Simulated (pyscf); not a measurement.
Single points on ωB97X-D3(BJ)/def2-SVP structures (PySCF, gas phase).

Problem. For the elementary gas-phase step Cl–GeH₃ + HO–GeH₃ → H₃Ge–O–GeH₃ + hydrogen chloride (HCl) (singlet surface; Cl–Ge, H–O broken, Ge–O, Cl–H formed), what barrier and reaction energy does PBE0-D3(BJ)/def2-TZVP give, measured from the separated reactants?

Solution. ΔE‡ = 0.64 eV, ΔE = +0.47 eV. ωB97M-D3(BJ)/def2-TZVP gives 0.70 eV and +0.43 eV. Zero-point energy shifts the barrier by +0.03 eV. It is a four-centre exchange, with an imaginary mode of 108i cm⁻¹. On the reactant side the descent ends in a complex, 0.24 eV under the separated species and 0.89 eV under the saddle at ωB97X-D3(BJ)/def2-TZVP. On the product side the descent ends in a complex, 0.30 eV under the separated species and 0.53 eV under the saddle at ωB97X-D3(BJ)/def2-TZVP. This is the saddle that the search found; another between the same sides may lie lower. Elements up to Kr have no core potential and no relativistic terms here.
